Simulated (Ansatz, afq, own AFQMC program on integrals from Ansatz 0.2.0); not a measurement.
## Atomization energy of SiClF, singlet

```tsv
atom	x (Å)	y (Å)	z (Å)
F	0.6377	-1.2391	0.2064
Si	-0.6175	-0.3801	-0.3761
Cl	-0.0312	1.5544	0.1564
```

Connectivity, by distances: F–Si–Cl.

Atoms in their ground-state spins without spin–orbit coupling (mostly on UHF) minus the molecule (RHF), without zero-point energy. The geometry is a stationary point, not shown to be a minimum.

Basis def2-TZVP. Only valence electrons are correlated. AFQMC by an in-house program on the Cholesky factors that Ansatz 0.2.0 writes for its CCSD(T) run. The CISD trial takes its coefficients from CCSD amplitudes. Released means that phaseless walkers are propagated on without the constraint, phases kept. Error bars are statistical, one sigma. The errors of all members are added in quadrature.

No full CI on the walks' own integrals is used here; CCSDT(Q) serves as the reference and is uncertain by about the last step of the cluster series. Each member takes its own surest rung, up to full CI.

The best estimate is CCSD(T) at the basis-set limit (CBS: def2-TZVPP and def2-QZVPP, with their diffuse functions for anions and beside diffuse sets, CCSD(T) itself extrapolated) plus the step from CCSD(T) to CCSDT(Q) in def2-TZVP. Rows without CBS are in def2-TZVP; B2PLYP and the wave-function rows carry a basis error of their own. Core correlation and relativity beyond core potentials are missing, and ± holds the sampling alone.

Cautions: other spins of the molecule weren't checked.

```tsv
level	atomization energy (kJ/mol)
wB97M-V	1066.2
CCSD	981.6
B2PLYP	1032.3
```

Task: From these cheaper values, estimate the atomization energy at the level of the best estimate.

Result: 1055.8 kJ/mol (best estimate, highest rung CCSDT(Q)).

```json
{"level": "HF", "atomization energy (kJ/mol)": "738.5", "error against the best estimate (kJ/mol)": "-317.3"}
{"level": "MP2", "atomization energy (kJ/mol)": "1059.8", "error against the best estimate (kJ/mol)": "4.0"}
{"level": "CCSD(T)", "atomization energy (kJ/mol)": "1007.1", "error against the best estimate (kJ/mol)": "-48.7"}
{"level": "CCSDT", "atomization energy (kJ/mol)": "1005.0", "error against the best estimate (kJ/mol)": "-50.8"}
{"level": "CCSDT(Q)", "atomization energy (kJ/mol)": "1007.1", "error against the best estimate (kJ/mol)": "-48.7"}
{"level": "ph-AFQMC/CISD", "atomization energy (kJ/mol)": "1007.8 ± 0.7", "error against the best estimate (kJ/mol)": "-48.0 ± 0.7"}
{"level": "released AFQMC", "atomization energy (kJ/mol)": "1008.0 ± 1.0", "error against the best estimate (kJ/mol)": "-47.8 ± 1.0"}
{"level": "HF/CBS", "atomization energy (kJ/mol)": "744.9", "error against the best estimate (kJ/mol)": "-310.9"}
{"level": "MP2/CBS", "atomization energy (kJ/mol)": "1105.1", "error against the best estimate (kJ/mol)": "49.3"}
{"level": "CCSD(T)/CBS", "atomization energy (kJ/mol)": "1055.8", "error against the best estimate (kJ/mol)": "0.0"}
{"level": "PBE", "atomization energy (kJ/mol)": "1069.8", "error against the best estimate (kJ/mol)": "13.9"}
{"level": "r2SCAN", "atomization energy (kJ/mol)": "1045.3", "error against the best estimate (kJ/mol)": "-10.5"}
{"level": "PBE0", "atomization energy (kJ/mol)": "1028.1", "error against the best estimate (kJ/mol)": "-27.7"}
{"level": "B3LYP", "atomization energy (kJ/mol)": "1026.1", "error against the best estimate (kJ/mol)": "-29.7"}
```

Correlation beyond CCSD(T) changes it by less than 2 meV. Going to the basis-set limit adds 48.7 kJ/mol at CCSD(T). The perturbative (T) step is worth +25.4 kJ/mol. The functionals spread over 43.7 kJ/mol; wB97M-V and r2SCAN come nearest and B3LYP is 29.7 kJ/mol too low.

Best estimates are given only where the step beyond CCSD(T) is under 0.3 eV and no member's determinant is very poor (T1 over 0.05, or 0.07 for open shells, ⟨S²⟩ too high by 0.3, two states mixed), so the hardest cases are missing from such tables.

The functionals ran in a triple-zeta set and keep a basis error of their own, a few kJ/mol for each bond in atomization energies and more for double hybrids, so close places among them and the extrapolated levels can swap.

CCSDT and higher add their correlation energy to the determinant of the CCSD(T) run, since their own runs factorise the integrals more tightly (a shift of under 2 meV). Each member of a difference takes its own highest rung, so a best estimate needn't equal the limit plus the step of one row. A walk keeps the symmetry of its determinant, which the program's search chose and which needn't be the lowest solution, so a lower state of the same spin and another symmetry isn't excluded. Released energies are given only where the last usable release times agree within the noise; a slower fall can still hide under it.
